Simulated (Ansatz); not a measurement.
Two isomers of C4H6F2: A = `C/C(F)=C(/C)F`, B = `C[C@@]1(F)C[C@H]1F`.

Program: Ansatz. Geometries: PBE0-D4/def2-TZVP. ΔE: electronic, gas phase. CCSD(T)/CBS adds triple-zeta CCSD(T) − MP2 to the extrapolated MP2 energy (def2 sets, frozen cores). Functionals use def2-TZVPP. B3LYP here is the variant with VWN-RPA as its local correlation; programs differ in this.

Which isomer does CCSD(T)/CBS put lower? Give the gap. (An estimate is asked.)

The calculation gave: A, by 12.0 kcal/mol.

Give E(B) − E(A) in kcal/mol with PBE0-D4, B3LYP, ωB97M-V, r2SCAN-D4, B3LYP-D4, HF/def2-TZVPP, CCSD/def2-TZVPP. (Best estimate.)

Ansatz gave: PBE0-D4 10.2, B3LYP 14.6, ωB97M-V 10.8, r2SCAN-D4 11.9, B3LYP-D4 14.4, HF/def2-TZVPP 12.9, CCSD/def2-TZVPP 11.4. None reverses the order clearly.

Largest T1 diagnostic: 0.011.

From PBE to PBE0 (25 % exact exchange), in def2-TZVPP and without D4, E(B) − E(A) moves by −2.1 kcal/mol. In def2-TZVPP, CCSD(T) changes the Hartree–Fock value by −1.0 kcal/mol (the triples alone add +0.5 kcal/mol) and MP2 by −2.8 kcal/mol.
